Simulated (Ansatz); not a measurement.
Results of LDA in Ansatz (plane waves, PAW) for bcc Cs.

Settings: plane-wave cutoff 520 eV, 12×12×12 k mesh, Fermi–Dirac smearing 0.05 eV, scalar-relativistic PAW data made under PBE.

Computed at the level's own relaxed cell.

Predict the lattice constant a.


* **lattice constant a**: 5.769 Å

The run finds no gap.

Measured, for comparison: lattice constant a 6.039 Å (low-temperature or extrapolated to 0 K; zero-point anharmonic expansion removed; as tabulated in Csonka et al. (2009), arXiv:0903.4037). Computed (rounded) less measured: lattice constant a -4.5 %.

Spin–orbit coupling is not included.

The computed numbers hold no vibrational or temperature effects.

Ansatz is a program for electronic structure.
